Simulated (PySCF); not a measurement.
**Ionising PH**

PBE0; PySCF, no relativity, basis sets P aug-cc-pV(D+d)Z, H aug-cc-pVDZ. Neutral (UKS): triplet (π ↑↑), Re = 1.436 Å, ωe = 2378 cm⁻¹, De = 3.17 eV, HOMO -7.41 eV, LUMO -2.90 eV.

PH⁻ (UKS): doublet (π ↑), Re = 1.448 Å, ωe = 2273 cm⁻¹, De = 3.52 eV to P + H⁻. The energies at the minima are -341.75085 hartree for PH and -341.78544 for PH⁻.

(1) Work out the adiabatic electron affinity, without and with harmonic zero-point energies (1 hartree = 27.2114 eV, 1 eV = 8065.5 cm⁻¹), and the change of the bond length.

For an ion De counts to the pair picked by the measured ionisation energies or electron affinities, which need not be the lowest pair at this level. The highest Kohn–Sham level is positive in this anion. Much of that is self-interaction error, but it also means that the finite basis helps to hold the extra electron. States were picked by a PBE0 search and need not be the measured ground states.

## Answers

(1) At PBE0: 0.03459 hartree = 0.941 eV between the minima; the zero-point term (2378.0 − 2273.0)/2 cm⁻¹ = +0.007 eV makes it 0.948 eV. Re changes by +1.2 pm against the neutral. The electron enters a π orbital, which is non-bonding in a hydride.
